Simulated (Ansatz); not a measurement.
# H7N2: the cost of one run

All numbers below are computed with Ansatz 0.2.0 (RKS LDA/def2-SVP).

### Step 1. The structure to begin with

Bond lengths: N1–H2 1.019 Å, N1–H3 1.019 Å, N1–H4 1.019 Å, N6–H7 1.016 Å, N6–H8 1.015 Å, N6–H9 1.017 Å. Angles: H2–N1–H3 108.6°, H2–N1–H4 108.5°, H3–N1–H4 108.4°, H7–N6–H8 108.2°, H7–N6–H9 108.2°, H8–N6–H9 108.3°.

Structure file:

```xyz
9

N    -0.0643   -0.0452   -1.2825
H     0.0304    0.8919   -1.6709
H     0.6815   -0.6288   -1.6580
H    -0.9579   -0.4311   -1.5830
H    -0.0009   -0.0134   -0.0419
N     0.0635    0.0427    1.2909
H     0.9774   -0.2584    1.6183
H    -0.0893    0.9948    1.6066
H    -0.6404   -0.5524    1.7205
```

### Step 2. Relaxing the start

The input, input.yaml:

```yaml
crystal:
  periodic: [false, false, false]
  atoms:
    - { symbol: "N", position_ang: [-0.0643, -0.0452, -1.2825] }
    - { symbol: H, position_ang: [0.0304, 0.8919, -1.6709] }
    - { symbol: H, position_ang: [0.6815, -0.6288, -1.658] }
    - { symbol: H, position_ang: [-0.9579, -0.4311, -1.583] }
    - { symbol: H, position_ang: [-0.0009, -0.0134, -0.0419] }
    - { symbol: "N", position_ang: [0.0635, 0.0427, 1.2909] }
    - { symbol: H, position_ang: [0.9774, -0.2584, 1.6183] }
    - { symbol: H, position_ang: [-0.0893, 0.9948, 1.6066] }
    - { symbol: H, position_ang: [-0.6404, -0.5524, 1.7205] }
total_charge: 1
basis:
  gaussian: { orbitals: def2-SVP }
hamiltonian:
  xc: lda
relax:
  f_tol: 0.02
  max_steps: 40
scf:
  lower_state_search: "off"
```

The run is started by

```bash
$ ansatz run input.yaml --threads 1 --pin off --max-ram 2048MiB --backend cpu --events-out ev --progress --plain --runs-dir out
```

Q: Estimate wall time and peak memory on 1 thread of an Arm CPU, shared host.

About 2.2 s, with a peak of 0.08 GiB.
